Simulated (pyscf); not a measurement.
This saddle point was located with ωB97X-D3(BJ)/def2-SVP in PySCF.

```xyz
5

B      0.3516     0.7689     0.3569
N     -0.0979     0.2556    -0.7142
H      0.9926     1.1886     1.2606
H     -0.9065     0.0215    -1.2621
H      0.9008    -0.3450    -1.8084
```
Charge 0, spin multiplicity 2.

Surface: doublet, charge 0. Lowest wavenumbers (cm⁻¹): 1345i, 502, 515, 718, 760.

Question: Which two sides does it connect, and which bonds change?

Answer: `[BH]=[NH]` + `[H]` [doublet] ⇌ `[BH][NH2]` [doublet], an addition read from left to right: none broken and H–N formed. At CCSD(T)/def2-TZVPP + ΔMP2(QZVPP) it lies +0.41 eV from the left side and +1.95 eV from the right (each side as separated species at their lowest minima found). One saddle was located; it need not be the lowest between these sides. The CCSD(T) − MP2 part came from Ansatz, without density fitting, on the same reference.
